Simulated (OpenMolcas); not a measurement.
**CH5FSi (SMILES C[SiH2]F): CCSD(T)/ANO-L-VDZP**

What is the vertical singlet–triplet gap of CH5FSi at CCSD(T)/ANO-L-VDZP? 

Program for the calculation: OpenMolcas 26.06.

4 further runs of the same task are left out: 4 set aside as unsound or not needed.

### 1 The structure to begin with

The species is CH5FSi (8 atoms), meant as a singlet with charge 0. As SMILES, `C[SiH2]F`. The coordinates come from a PBE0-D4/def2-TZVP relaxation.

Bond lengths: C1–Si2 1.853 Å, Si2–F3 1.604 Å, C1–H4 1.092 Å, C1–H5 1.094 Å, C1–H6 1.092 Å, Si2–H7 1.485 Å, Si2–H8 1.485 Å. Some angles: C1–Si2–F3 109.4°, C1–Si2–H7 111.5°, C1–Si2–H8 111.5°, F3–Si2–H7 107.3°, F3–Si2–H8 107.3°, Si2–C1–H4 111.0°, Si2–C1–H5 110.1°, Si2–C1–H6 111.1°, H7–Si2–H8 109.7°, H4–C1–H5 108.1°.

### 2 A single-point energy at CCSD(T)/ANO-L-VDZP

job.input reads:

```
&gateway
coord
8
bohr
C     -0.98530320     1.32337521    -0.82581032
Si     0.84735319    -1.21320417     0.74681976
F      3.67835190    -1.22756609    -0.33788303
H     -1.06278197     1.02517642    -2.86690350
H     -2.92283940     1.34775267    -0.10676953
H     -0.14588686     3.17530681    -0.46940797
H      1.01799546    -0.79519675     3.51621340
H     -0.25265638    -3.74392540     0.23810549
basis=ANO-L-VDZP
group=NoSym
&seward
&scf
prorbitals=1 1
&rasscf
fileorb=$Project.ScfOrb
spin=1
nactel=0 0 0
inactive=17
ras2=0
outorbitals=Canonical
orblisting=Nothing
&motra
jobiph
frozen=0
&ccsdt
cct
triples=2
iterations=50
extrapolation=5 4
```

Command:

```
$ export MOLCAS_MEM=1860
$ pymolcas job.input > job.log
```

Output:

```text
--- Start Module: gateway ---
[...]
--- Stop Module: gateway /rc=_RC_ALL_IS_WELL_ ---
[...]
      Basis functions           71
[...]
       Convergence after  10 Iterations
[...]
::    Total SCF energy                               -429.2753122859
[...]
      Total spin, S                                     0.0000000000
[...]
      Number of active orbitals                  0
[...]
      Spin quantum number                      0.0
[...]
      Active orbitals                            0
[...]
      Number of CSFs                             1
[...]
      Number of root(s) required                 1
[...]
      Convergence after  4 iterations
[...]
      Natural orbitals and occupation numbers for root  1
      ************************************************************************************************************************
      *                                                    Final results                                                     *
      ************************************************************************************************************************
[...]
::    RASSCF root number  1 Total energy:   -429.27531229
[...]
      Total electronic charge=   34.000000
      Total            charge=   -0.000000
[...]
      Dipole Moment (debye):
      Origin of the operator (angstrom)=    0.6479   -0.3337    0.0403
                   X= -2.0447E+00               Y=  6.5280E-01               Z=  2.0582E-01           Total=  2.1562E+00
      Quadrupole Moment (debye*angstrom):
[...]
--- Start Module: motra ---
[...]
      *** WARNING: Default frozen orbitals is overwritten by user input.
      *** Default values:   4
[...]
--- Stop Module: motra /rc=_RC_ALL_IS_WELL_ ---
--- Start Module: ccsdt ---
[...]
      Convergence after                    13  Iterations
      Total energy (diff) :    -429.76503445       0.00000004
[...]
 METHOD                       : CCSD+T(CCSD)+<T3(1)WT1> = CCSD(T)
[...]
       CCSD     =      -429.7650344517247
[...]
--- Stop Module: ccsdt /rc=_RC_ALL_IS_WELL_ ---
[...]
```

It took 74 s on 1 thread of Arm Neoverse V1, shared host; peak memory 0.42 GiB.

### 3 The triplet

job.input reads:

```
>>> EXPORT MOLCAS_PRINT=2
&GATEWAY
Coord
8
bohr
C     -0.98530320     1.32337521    -0.82581032
Si     0.84735319    -1.21320417     0.74681976
F      3.67835190    -1.22756609    -0.33788303
H     -1.06278197     1.02517642    -2.86690350
H     -2.92283940     1.34775267    -0.10676953
H     -0.14588686     3.17530681    -0.46940797
H      1.01799546    -0.79519675     3.51621340
H     -0.25265638    -3.74392540     0.23810549
Basis=ANO-L-VDZP
Group=NoSym
&SEWARD
&SCF
UHF
Spin=3
PrOrbitals=1 1
&RASSCF
FileOrb=$Project.UnaOrb
Spin=3
Nactel=2 0 0
Inactive=16
Ras2=2
OutOrbitals=Canonical
OrbListing=Nothing
&MOTRA
JobIph
Frozen=0
&CCSDT
CCT
Triples=3
Iterations=50
Extrapolation=5 4
```

Command:

```
$ export MOLCAS_MEM=1860
$ pymolcas job.input > job.log
```

Output:

```text
--- Start Module: gateway ---
[...]
--- Stop Module: gateway /rc=_RC_ALL_IS_WELL_ ---
[...]
      Basis functions           71
[...]
       Convergence after  25 Iterations
[...]
::    Total SCF energy                               -428.9662657025
[...]
      Total spin, S                                     1.0038695086
[...]
      Number of active orbitals                  2
[...]
      Spin quantum number                      1.0
[...]
      Active orbitals                            2
[...]
      Number of CSFs                             1
[...]
      Number of root(s) required                 1
[...]
      Convergence after 23 iterations
[...]
      printout of CI-coefficients larger than  0.05 for root  1
      energy=    -428.962337
      conf/sym  11     Coeff  Weight
             1  uu   1.00000 1.00000
      Natural orbitals and occupation numbers for root  1
      sym 1:   1.000000   1.000000
      ************************************************************************************************************************
      *                                                    Final results                                                     *
[...]
::    RASSCF root number  1 Total energy:   -428.96233748
[...]
      Total electronic charge=   34.000000
      Total            charge=   -0.000000
[...]
      Dipole Moment (debye):
      Origin of the operator (angstrom)=    0.6479   -0.3337    0.0403
                   X= -2.9249E+00               Y=  3.6701E+00               Z= -2.1724E+00           Total=  5.1715E+00
      Quadrupole Moment (debye*angstrom):
[...]
--- Start Module: motra ---
[...]
      *** WARNING: Default frozen orbitals is overwritten by user input.
      *** Default values:   4
[...]
--- Stop Module: motra /rc=_RC_ALL_IS_WELL_ ---
--- Start Module: ccsdt ---
[...]
      Convergence after                    24  Iterations
      Total energy (diff) :    -429.45632125       0.00000007
[...]
 METHOD                       : CCSD+T(CCSD)+<T3(1)WT1>+<T3(1)UT2> = CCSD(T)
[...]
       CCSD     =      -429.4563212461803
[...]
--- Stop Module: ccsdt /rc=_RC_ALL_IS_WELL_ ---
[...]
```

Wall time 1.8 min (1 thread of Arm Neoverse V1, shared host); peak memory 0.42 GiB.

### 4 Summary of results

Level: CCSD(T)/ANO-L-VDZP.

| quantity | value |
| --- | --- |
| singlet: total energy | -429.77532 Eh |
| singlet: dipole moment (mean-field density) | 2.16 D |
| singlet: HOMO energy (Hartree–Fock orbitals) | -12.78 eV |
| singlet: LUMO energy (Hartree–Fock orbitals) | 2.53 eV |
| singlet: HOMO–LUMO gap (Hartree–Fock orbitals) | 15.31 eV |
| singlet: correlation energy | -500.0 mEh |
| singlet: (T) correction | -10.28 mEh |
| triplet: total energy | -429.46997 Eh |
| triplet: (T) correction | -13.65 mEh |
| vertical energy of the triplet above the singlet | 8.309 eV |

**Reading.** At this shape the triplet lies 8.31 eV (802 kJ/mol) above the singlet. Mulliken charges (singlet) of the mean-field density run from -0.56 on F3 to +0.68 on Si2; they depend strongly on the basis. The triples (singlet) make up 2.1 % of the correlation energy.
